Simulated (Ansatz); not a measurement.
The input, for Ansatz 0.2.0:

```yaml
crystal:
  periodic: [false, false, false]
  atoms:
    - {symbol: N, position_ang: [-1.764740, 0.019973, -0.019236]}
    - {symbol: H, position_ang: [-2.062020, 0.987807, -0.019236]}
    - {symbol: H, position_ang: [-2.062019, -0.382326, 0.861023]}
    - {symbol: H, position_ang: [-0.822740, 0.019973, -0.019236]}
    - {symbol: Si, position_ang: [1.007260, 0.019973, -0.019236]}
    - {symbol: H, position_ang: [1.403694, -1.459540, -0.019236]}
basis:
  gaussian: {orbitals: cc-pVDZ}
magnetization: {spin_polarized: true, initial_magnetization: 1}
hamiltonian: {xc: {name: CAM-B3LYP}}
```

```sh
$ ansatz run in.yaml --threads 1 --pin off --events-out ev --progress --plain --max-ram 2393MiB
```

The program prints:

```
  # Exact exchange under (alpha + beta erf(omega r))/r, Becke's under what is left of 1/r.
492 factors; integrals over basis functions are off by at most 1.3e-3 eV
179 factors; integrals over basis functions are off by at most 1.4e-5 eV
mean field evaluation 1: about -9423.0886 eV, gradient 3.5e1 eV
mean field evaluation 2: about -9410.5576 eV, gradient 5.7e1 eV
mean field evaluation 4: about -9427.9485 eV, gradient 8.3e-1 eV
mean field evaluation 8: about -9428.0437 eV, gradient 1.1e-1 eV
mean field evaluation 16: about -9428.0437 eV, gradient 1.3e-2 eV
mean field evaluation 32: about -9428.3814 eV, gradient 8.6e-1 eV
mean field -9428.43105231 eV, -346.4884503521 hartree, gradient 1.0e-5 eV, S^2 0.755062; 4 other end points of the search recorded, 0 dependent functions left out
reference -9428.43115481 eV, -346.4884541192 hartree; 13, 12 occupied and 39, 40 virtual orbitals, 492 factors
Total energy: -9428.43115481 eV, -346.4884541192 hartree
```

Ran on 1 thread of Arm Neoverse V1, shared host: 3.9 s wall, 0.2 GiB peak host memory.
